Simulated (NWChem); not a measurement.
**C5H6 (2-methyl-1-buten-3-yne) at 5 levels**

Wanted: a comparison of 5 runs (B3LYP/6-31G, B3LYP/STO-3G, B3LYP/3-21G, B3LYP/6-31G*, B3LYP/6-31G**) of C5H6 (2-methyl-1-buten-3-yne). 

The calculation is run with NWChem 7.3.0.

## 1. The molecule

C5H6: 11 atoms, total charge 0, spin state singlet. As SMILES, `C#CC(=C)C`. Geometry: relaxed at PBE0-D4/def2-TZVP.

Bond lengths: C1–C2 1.203 Å, C2–C3 1.426 Å, C3–C4 1.335 Å, C3–C5 1.500 Å, C1–H6 1.064 Å, C4–H7 1.084 Å, C4–H8 1.082 Å, C5–H9 1.093 Å, C5–H10 1.093 Å, C5–H11 1.090 Å. Some angles: C1–C2–C3 177.6°, C2–C3–C4 120.8°, C2–C3–C5 116.1°, C4–C3–C5 123.1°, C2–C1–H6 179.2°, C3–C4–H7 120.7°, C3–C4–H8 121.4°, C3–C5–H9 110.6°, C3–C5–H10 110.6°, C3–C5–H11 110.8°.

## 2. NMR shieldings at B3LYP/6-31G (run 1)

Contents of struct.nw:

```
start struct
memory total 2200 mb

geometry noautosym nocenter noautoz
 C     -1.345100     1.765600     1.023600
 C     -0.786700     0.836000     0.502900
 C     -0.073000    -0.237900    -0.105500
 C     -0.718400    -1.309500    -0.570900
 C      1.416500    -0.080200    -0.182900
 H     -1.852900     2.580700     1.482100
 H     -0.174900    -2.125300    -1.033200
 H     -1.795300    -1.393800    -0.500600
 H      1.842600     0.040200     0.816500
 H      1.678700     0.815000    -0.752400
 H      1.874100    -0.947800    -0.659100
end

basis spherical bse
 * library 6-31G
end

dft
 xc b3lyp
 grid fine
 convergence energy 1e-08
 iterations 100
 mulliken
 print low
end

property
 shielding
end

task dft property
```

Started as:

```
$ nwchem struct.nw > struct.out
```

Log:

```text
[...]
 d= 0,ls=0.0,diis     1   -193.9591663023 -3.37D+02  1.45D-02  3.93D-01     1.5
[...]
 d= 0,ls=0.0,diis    11   -194.0105088170 -3.45D-10  2.78D-07  2.96D-10    12.3
         Total DFT energy =     -194.010508816974
      One electron energy =     -543.382027968800
           Coulomb energy =      235.208276493089
    Exchange-Corr. energy =      -29.313977518897
 Nuclear repulsion energy =      143.477220177633
[...]
      Total Density - Mulliken Population Analysis
     ---------------------------------------------
    Atom       Charge   Shell Charges
 -----------   ------   -------------------------------------------------------
    1 C    6     6.49   2.00  0.69  2.04  0.55  1.21
    2 C    6     5.90   2.00  0.71  2.07  0.40  0.73
    3 C    6     5.84   2.00  0.71  2.09  0.33  0.71
    4 C    6     6.29   2.00  0.70  2.08  0.56  0.95
    5 C    6     6.44   2.00  0.67  2.16  0.66  0.95
    6 H    1     0.76   0.52  0.25
    7 H    1     0.88   0.54  0.33
    8 H    1     0.86   0.54  0.32
    9 H    1     0.84   0.53  0.31
   10 H    1     0.84   0.53  0.31
[...]
           isotropic =     120.3994
[...]
           isotropic =     117.9388
[...]
           isotropic =      27.1891
[...]
           isotropic =      30.8631
[...]
           isotropic =      30.8649
[...]
           isotropic =      31.2693
[...]
```

Wall time 37 s (1 thread of Intel Xeon Platinum 8488C (Sapphire Rapids), shared host); peak memory 0.12 GiB.

## 3. Magnetic shielding at B3LYP/STO-3G (run 2)

Contents of c5h6.xyz:

```xyz
11
C5H6 B3LYP
C     -1.345100     1.765600     1.023600
C     -0.786700     0.836000     0.502900
C     -0.073000    -0.237900    -0.105500
C     -0.718400    -1.309500    -0.570900
C      1.416500    -0.080200    -0.182900
H     -1.852900     2.580700     1.482100
H     -0.174900    -2.125300    -1.033200
H     -1.795300    -1.393800    -0.500600
H      1.842600     0.040200     0.816500
H      1.678700     0.815000    -0.752400
H      1.874100    -0.947800    -0.659100
```

Contents of c5h6.nw:

```
start c5h6
title "C5H6 B3LYP"
memory stack 880 mb heap 220 mb global 1100 mb
geometry noautosym nocenter noautoz
load c5h6.xyz
end
basis spherical bse
* library STO-3G
end
dft
xc b3lyp
grid fine
convergence energy 1e-08
maxiter 100
mulliken
noprint "final vectors analysis"
end
property
shielding
end
task dft property
```

Started as:

```
$ nwchem c5h6.nw > c5h6.out
```

Log:

```text
[...]
          Wavefunction type:  closed shell.
          No. of atoms     :    11
          No. of electrons :    36
[...]
          Charge           :     0
          Spin multiplicity:     1
[...]
          AO basis - number of functions:    31
[...]
              XC Information
              --------------
                         B3LYP Method XC Potential
                     Hartree-Fock (Exact) Exchange  0.200
                        Slater Exchange Functional  0.800 local
                    Becke 1988 Exchange Functional  0.720 non-local
              Lee-Yang-Parr Correlation Functional  0.810
                  VWN I RPA Correlation Functional  0.190 local
[...]
 d= 0,ls=0.0,diis     1   -191.6283902808 -3.35D+02  2.43D-02  2.38D-01     1.3
[...]
 d= 0,ls=0.0,diis     8   -191.6633314499 -6.03D-09  9.85D-06  9.93D-08     5.9
         Total DFT energy =     -191.663331449856
      One electron energy =     -541.735271851894
           Coulomb energy =      235.921995867208
    Exchange-Corr. energy =      -29.327275642803
 Nuclear repulsion energy =      143.477220177633
[...]
      Total Density - Mulliken Population Analysis
     ---------------------------------------------
    Atom       Charge   Shell Charges
 -----------   ------   -------------------------------------------------------
    1 C    6     6.13   1.99  1.12  3.02
    2 C    6     6.04   1.99  1.09  2.96
    3 C    6     6.00   1.99  1.12  2.89
    4 C    6     6.15   1.99  1.17  2.99
    5 C    6     6.23   1.99  1.19  3.04
    6 H    1     0.88   0.88
    7 H    1     0.92   0.92
    8 H    1     0.91   0.91
    9 H    1     0.91   0.91
   10 H    1     0.91   0.91
[...]
           isotropic =     156.7597
[...]
           isotropic =     170.4450
[...]
           isotropic =      27.2780
[...]
           isotropic =      31.3039
[...]
           isotropic =      31.3085
[...]
           isotropic =      31.2640
[...]
```

Wall time 19 s (1 thread of Intel Xeon Platinum 8488C (Sapphire Rapids), shared host); peak memory 0.12 GiB.

Runs 3 to 4 aren't shown in full; the table further down has their settings and results.

## 4. NMR shieldings at B3LYP/6-31G(d,p) (spherical functions) (run 5)

Contents of job.xyz:

```xyz
11
C5H6
C     -1.345100     1.765600     1.023600
C     -0.786700     0.836000     0.502900
C     -0.073000    -0.237900    -0.105500
C     -0.718400    -1.309500    -0.570900
C      1.416500    -0.080200    -0.182900
H     -1.852900     2.580700     1.482100
H     -0.174900    -2.125300    -1.033200
H     -1.795300    -1.393800    -0.500600
H      1.842600     0.040200     0.816500
H      1.678700     0.815000    -0.752400
H      1.874100    -0.947800    -0.659100
```

Contents of job.nw:

```
start job
title "C5H6"
memory total 2200 mb

geometry noautosym nocenter noautoz
  load format xyz job.xyz
end

basis spherical bse
  * library 6-31G**
end

dft
  xc b3lyp
  grid fine
  convergence energy 1e-08
  iterations 100
  mulliken
  noprint "final vectors analysis"
end

property
  shielding
end

task dft property
```

Started as:

```
$ nwchem job.nw > job.out
```

Log:

```text
[...]
          Wavefunction type:  closed shell.
          No. of atoms     :    11
          No. of electrons :    36
[...]
          Charge           :     0
          Spin multiplicity:     1
[...]
          AO basis - number of functions:   100
[...]
              XC Information
              --------------
                         B3LYP Method XC Potential
                     Hartree-Fock (Exact) Exchange  0.200
                        Slater Exchange Functional  0.800 local
                    Becke 1988 Exchange Functional  0.720 non-local
              Lee-Yang-Parr Correlation Functional  0.810
                  VWN I RPA Correlation Functional  0.190 local
[...]
 d= 0,ls=0.0,diis     1   -194.0048146161 -3.37D+02  9.04D-03  4.36D-01     3.4
[...]
 d= 0,ls=0.0,diis    10   -194.0574595516 -9.38D-09  8.06D-07  1.16D-08    26.0
         Total DFT energy =     -194.057459551564
      One electron energy =     -543.575867139139
           Coulomb energy =      235.380527277728
    Exchange-Corr. energy =      -29.339339867785
 Nuclear repulsion energy =      143.477220177633
[...]
      Total Density - Mulliken Population Analysis
     ---------------------------------------------
    Atom       Charge   Shell Charges
 -----------   ------   -------------------------------------------------------
    1 C    6     6.49   2.00  0.67  2.01  0.68  1.10  0.02
    2 C    6     5.70   2.00  0.69  2.03  0.47  0.48  0.03
    3 C    6     5.96   2.00  0.69  2.07  0.43  0.73  0.05
    4 C    6     6.24   2.00  0.68  2.05  0.54  0.94  0.03
    5 C    6     6.34   2.00  0.67  2.13  0.58  0.94  0.03
    6 H    1     0.84   0.52  0.31  0.01
    7 H    1     0.90   0.53  0.36  0.01
    8 H    1     0.89   0.53  0.35  0.01
    9 H    1     0.87   0.53  0.34  0.01
   10 H    1     0.87   0.53  0.33  0.01
[...]
           isotropic =     118.2504
[...]
           isotropic =     116.6123
[...]
           isotropic =      26.3235
[...]
           isotropic =      29.9523
[...]
           isotropic =      29.9541
[...]
           isotropic =      30.2594
[...]
```

Wall time 84 s (1 thread of Intel Xeon Platinum 8488C (Sapphire Rapids), shared host); peak memory 0.12 GiB.

## 5. The series

```
run                                level  energy (Eh)  isotropic shielding of C1 (ppm)  isotropic shielding of H6 (ppm)  wall time
  1                          B3LYP/6-31G  -194.010509                            120.4                             30.2       37 s
  2                         B3LYP/STO-3G  -191.663331                            156.8                             29.5       19 s
  3                          B3LYP/3-21G  -192.993519                            130.1                             30.1       29 s
  4   B3LYP/6-31G* (spherical functions)  -194.048250                            117.8                             29.8       62 s
  5  B3LYP/6-31G** (spherical functions)  -194.057460                            118.3                             29.2       84 s
```

## 6. Results

| quantity | value |
| --- | --- |
| run 5: total energy | -194.05746 Eh |
| run 5: dipole moment | 0.44 D |
| run 5: isotropic shielding of C1 | 118.3 ppm |
| run 5: isotropic shielding of H6 | 29.2 ppm |

In words: Over runs 2, 3, 4, 5 the dipole moment (its size) runs from 0.39 D (B3LYP/STO-3G) to 0.46 D (B3LYP/3-21G). In run 2 the basis is minimal, so the values are rough. All runs together took 3.9 min, the longest 84 s.
